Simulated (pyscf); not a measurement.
## Concerted fragmentation: `[F][C]([F])[F]` [doublet] + `[FH]` → `[FH]` + `[F][C][F]` [singlet] + `[F]` [doublet]

Gas phase, doublet surface, charge 0. Bonds broken: F1–C2, F5–H6. Bonds formed: F1–H6. PySCF, gas phase, ωB97X-D3(BJ)/def2-SVP geometries.

Transition state (Å):

```xyz
6

F     -0.3400     0.5083     0.9409
C     -1.7915    -0.8346     0.3713
F     -0.9829    -1.5547    -0.3069
F     -2.3393     0.0285    -0.4082
F     -0.4851     0.8212    -1.4198
H     -0.2255     0.7951     0.0096
```

One imaginary mode, 792i cm⁻¹; descent along it reached the two sides named.

```csv
bond,change,reactant side (Å),saddle,product side
F1–C2,breaks,1.330,2.058,2.8
F5–H6,breaks,0.924,1.453,1.902
F1–H6,forms,2.125,0.981,0.928
```

Electronic energies relative to the separated reactants (kcal/mol):

```json
[
 {"level": "ωB97X-D3(BJ)/def2-TZVP", "barrier": "92.0", "reaction energy": "+87.2", "reverse barrier": "4.9"},
 {"level": "r²SCAN/def2-TZVP", "barrier": "76.8", "reaction energy": "+95.3", "reverse barrier": "-18.5"},
 {"level": "B3LYP-D3(BJ)/def2-TZVP", "barrier": "79.2", "reaction energy": "+88.2", "reverse barrier": "-9.0"},
 {"level": "PBE0-D3(BJ)/def2-TZVP", "barrier": "87.5", "reaction energy": "+92.8", "reverse barrier": "-5.3"},
 {"level": "M06-2X/def2-TZVP", "barrier": "96.1", "reaction energy": "+89.6", "reverse barrier": "6.5"},
 {"level": "ωB97M-D3(BJ)/def2-TZVP", "barrier": "88.5", "reaction energy": "+83.9", "reverse barrier": "4.6"},
 {"level": "HF/def2-TZVP", "barrier": "91.3", "reaction energy": "+65.0", "reverse barrier": "26.3"}
]
```

With ωB97M-D3(BJ)/def2-TZVP energies and thermal terms (ideal gas, 1 atm, RRHO with modes under 100 cm⁻¹ raised to 100, one conformer, R ln 2 for rigid chiral ones), in kcal/mol:

```csv
T (K),ΔH‡,ΔG‡,ΔH,ΔG
298,86.5,94.7,+81.8,+72.7
600,86.8,102.8,+82.2,+63.3
900,87.2,110.8,+82.2,+53.9
1200,87.7,118.6,+82.1,+44.5
```

At r²SCAN, B3LYP-D3(BJ), PBE0-D3(BJ) this geometry lies under the product side: in single points on another level's saddle the reverse barrier vanishes, and the forward threshold there is about the reaction energy. The same reactants have a lower exit, to F–C(F)(F)–F + H• (barrier +47.9 kcal/mol at ωB97M-D3(BJ), against +88.5 kcal/mol here). One saddle was located; it need not be the lowest between these sides. Left out: orbital degeneracy and the spin-orbit lowering of F.
